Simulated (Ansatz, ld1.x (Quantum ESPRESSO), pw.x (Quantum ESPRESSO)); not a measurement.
**Equation-of-state test of one PAW potential (V)**

ld1.x (Quantum ESPRESSO) 7.5 input, shortened:

```
&input
   title='V', zed=23., rel=1, dft='PW', iswitch=3,
   config='[Ar] 3d3 4s0 4p0'
 /
 &inputp
   pseudotype=3, lpaw=.true., tm=.true., lloc=-2, rcloc=1.85,
   nlcc=.true., new_core_ps=.true., rcore=1.40,
   which_augfun='BESSEL', rmatch_augfun=1.95
 /
6
4S  1  0   0.00   0.00  1.80  2.40  0.0
4S  1  0   0.00   2.65  1.80  2.40  0.0
4P  2  1   0.00   0.00  1.95  2.60  0.0
4P  2  1   0.00   3.70  1.95  2.60  0.0
3D  3  2   3.00   0.00  1.95  2.10  0.0
3D  3  2   0.00   1.10  1.95  2.10  0.0
 &test
   configts(1)='3d3 4s0 4p0'
 /
```

Crystal test: bcc V in pw.x 7.5, no spin, 16³ k-points, Fermi–Dirac smearing 0.01 Ry, cutoffs 45/360 Ry. The reference is all-electron LAPW (Ansatz 0.2.0) with the same functional, mesh and smearing; V0 and B0 come from Birch–Murnaghan fits to the pressures at five volumes. Errors are pseudo minus all-electron; Δ is the rms difference of the E(V) curves that follow from these fits, minima aligned, over ±6 % about the mean V0. Mesh and smearing are coarse, so the numbers serve the comparison and aren't converged zero-temperature values; the lattice is a test structure that the element need not adopt.

```csv
V (Å³/atom),P all-electron (GPa),P pseudo (GPa)
11.850,13.47,16.17
12.162,7.15,9.54
12.474,1.53,3.56
12.786,-3.47,-1.61
13.098,-7.92,-6.26
```

All-electron: a0 = 2.929 Å (V0 = 12.57 Å³/atom), B0 = 206.3 GPa.

Pseudopotential: mean pressure error (GPa): +2.13; a0 (Å): 2.938; a0 error (%): +0.31; B0 error (%): +0.9; Δ (meV/atom): 5.5. The largest radius (2.60 bohr) exceeds half the bond length (2.39 bohr), so the spheres overlap, which is one possible source of error among others. Atomic configuration tests: test run stopped at test 1 of 9 (negative rho).

At the middle volume, how do free energy and pressure move when the wave cutoff is lowered (ecutrho held at 360 Ry)?

| cutoff (Ry) | shift of F (meV/atom) | shift of P (GPa) |
| --- | --- | --- |
| 20 | +315.7 | -24.98 |
| 27 | +14.1 | -0.10 |
| 36 | +6.0 | -0.28 |

The 8 pw.x runs together took about 2 min on one core of a shared server CPU.
